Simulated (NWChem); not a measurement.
# A workflow on HOF (hypofluorous acid), part 2 of 2

NWChem 7.3.0. Earlier steps stand in the parts before.

### Step 3. Vibrational wavenumbers at r2SCANh/def2-SVP (run 2)

The input, fho.nw:

```
START fho
TITLE "FHO"
memory 2200 mb

GEOMETRY
 O     0.359352   -0.600494    0.117280
 F    -0.296280    0.638314   -0.079696
 H    -0.301160   -1.178017   -0.297851
END

BASIS spherical bse
 * library def2-SVP
END

DFT
 xc hyb_mgga_xc_r2scanh
 grid coarse
 mulliken
 print low
END

FREQ
 temp 2 298.15 373.15
END

TASK dft frequencies
```

Command:

```console
nwchem fho.nw > fho.out
```

Output, shortened:

```text
[...]
 Group name             Cs
[...]
 d= 0,ls=0.0,diis     1   -175.2692433398 -2.09D+02  1.51D-02  3.10D-01     0.2
[...]
         Total DFT energy =     -175.298761626174
[...]
         Total DFT energy =     -175.298734401017
[...]
         Total DFT energy =     -175.298757065393
[...]
         Total DFT energy =     -175.298757434561
[...]
         Total DFT energy =     -175.298761612646
[...]
 d= 0,ls=0.0,diis     4   -175.2987616126 -4.71D-09  4.97D-06  1.63D-07    16.0
         Total DFT energy =     -175.298761612648
      One electron energy =     -310.587233435607
           Coulomb energy =      120.643582159987
    Exchange-Corr. energy =      -19.239001042715
 Nuclear repulsion energy =       33.883890705686
[...]
                         DFT ENERGY GRADIENTS
    atom               coordinates                        gradient
                 x          y          z           x          y          z
   1 O       0.165878   1.315882   0.000000   -0.000006   0.000024  -0.000000
   2 F       0.034030  -1.355545   0.000000    0.000007  -0.000044   0.000000
   3 H      -1.633294   1.672857  -0.010000   -0.000001   0.000020  -0.000000
[...]
 Normal Eigenvalue ||           Projected Infra Red Intensities
  Mode   [cm**-1]  || [atomic units] [(debye/angs)**2] [(KM/mol)] [arbitrary]
 ------ ---------- || -------------- ----------------- ---------- -----------
    1       -0.000 ||    0.000010           0.000         0.009       0.003
    2       -0.000 ||    0.004294           0.099         4.186       1.352
    3        0.000 ||    0.005718           0.132         5.575       1.801
    4        0.000 ||    0.000453           0.010         0.442       0.143
    5        0.000 ||    0.155192           3.580       151.289      48.865
    6        0.000 ||    0.005074           0.117         4.946       1.598
    7     1004.444 ||    0.005392           0.124         5.256       1.698
    8     1438.509 ||    0.054195           1.250        52.832      17.064
    9     3796.064 ||    0.055507           1.281        54.111      17.477
 ----------------------------------------------------------------------------
[...]
```

It took 17 s on 1 thread of Intel Xeon Platinum 8259CL at 2.50GHz (Skylake/Cascade Lake), shared host; peak memory 0.11 GiB.

### Step 4. The charge distribution at r2SCANh/def2-SVP (run 3)

The input, fho.nw:

```
start fho
memory stack 880 mb heap 220 mb global 1100 mb

geometry noautosym
  O      0.359352    -0.600494     0.117280
  F     -0.296280     0.638314    -0.079696
  H     -0.301160    -1.178017    -0.297851
end

basis spherical bse
  O library def2-SVP
  F library def2-SVP
  H library def2-SVP
end

dft
  xc hyb_mgga_xc_r2scanh
  grid coarse
  mulliken
  noprint "final vectors analysis"
end

property
  dipole
  mulliken
  quadrupole
  moldenfile
  molden_norm janpa
end

task dft property
```

Command:

```console
nwchem fho.nw > fho.out
```

Output, shortened:

```text
[...]
          Wavefunction type:  closed shell.
          No. of atoms     :     3
          No. of electrons :    18
[...]
          Charge           :     0
          Spin multiplicity:     1
[...]
          AO basis - number of functions:    33
[...]
              XC Information
              --------------
          Using LibXC version      7.1.2
                     Hartree-Fock (Exact) Exchange  0.100
                               hyb_mgga_xc_r2scanh  1.000
[...]
 d= 0,ls=0.0,diis     1   -175.2693080946 -2.09D+02  1.51D-02  3.10D-01     0.6
[...]
 d= 0,ls=0.0,diis     7   -175.2988052076 -2.32D-08  2.93D-06  1.17D-08     2.4
         Total DFT energy =     -175.298805207568
      One electron energy =     -310.587066917526
           Coulomb energy =      120.643306263029
    Exchange-Corr. energy =      -19.239010965885
 Nuclear repulsion energy =       33.883966412813
[...]
      Total Density - Mulliken Population Analysis
     ---------------------------------------------
    Atom       Charge   Shell Charges
 -----------   ------   -------------------------------------------------------
    1 O    8     8.05   1.99  1.14  0.68  2.72  1.50  0.02
    2 F    9     9.17   1.99  1.16  0.82  3.26  1.92  0.01
    3 H    1     0.79   0.68  0.04  0.07
[...]
   Dipole moment        2.0344828400 Debye(s)
             DMX       -0.9597322636 DMXEFC        0.0000000000
             DMY       -1.6518231516 DMYEFC        0.0000000000
             DMZ       -0.6996532600 DMZEFC        0.0000000000
   -EFC- dipole         0.0000000000 DEBYE(S)
   Total dipole         2.0344828400 DEBYE(S)
[...]
```

Wall time 3.3 s (1 thread of Intel Xeon Platinum 8259CL at 2.50GHz (Skylake/Cascade Lake), shared host); peak memory 0.11 GiB.

Atomic charges (e):

| atom | Mulliken | Löwdin |
| --- | --- | --- |
| O1 | -0.048 | +0.020 |
| F2 | -0.165 | -0.100 |
| H3 | +0.213 | +0.090 |

### Step 5. Outcome

This closing draws on all 2 parts.

```
                                                                          quantity             value
                                  run 1, r2SCANh/def2-SVP: total energy at the end     -175.29876 Eh
                               run 2, r2SCANh/def2-SVP: lowest harmonic wavenumber         1004 cm⁻¹
                              run 2, r2SCANh/def2-SVP: highest harmonic wavenumber         3796 cm⁻¹
                                        run 2, r2SCANh/def2-SVP: zero-point energy       37.3 kJ/mol
run 2, r2SCANh/def2-SVP: ideal-gas entropy at 298.15 K (symmetry number 1 as used)  54.0 cal/(mol K)
                                             run 3, r2SCANh/def2-SVP: total energy     -175.29881 Eh
                                            run 3, r2SCANh/def2-SVP: dipole moment            2.03 D
```

What this shows: The optimisation (run 1, r2SCANh/def2-SVP) took 4 steps and changed the energy by -0.061 eV. Mulliken charges (run 1, r2SCANh/def2-SVP) run from -0.17 on F2 to +0.21 on H3. All 3 modes (run 2, r2SCANh/def2-SVP) are real, so the shape is a minimum at this level.
